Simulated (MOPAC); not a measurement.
MOPAC input (PM7):

```
PM7 FORCE THERMO(298,298) PRECISE LET CHARGE=-1 GEO-OK AUX(PRECISION=9) THREADS=1
C2H5S

C     1.53948032 1    0.57468287 1    0.32745309 1
C     0.10233849 1    0.70678885 1   -0.02315275 1
S    -0.87947253 1   -0.60324636 1   -0.28812697 1
H    -1.39590356 1   -1.02899681 1    0.85777714 1
H    -0.29930829 1    1.69000491 1   -0.08312884 1
H     2.09627158 1    1.47577405 1    0.04325800 1
H     1.68400070 1    0.42248426 1    1.40653921 1
H     2.01187210 1   -0.27248805 1   -0.18693877 1
```

Task: Which zero-point energy does it print?

Result: 35.93 kcal/mol, from the harmonic wavenumbers of PM7.
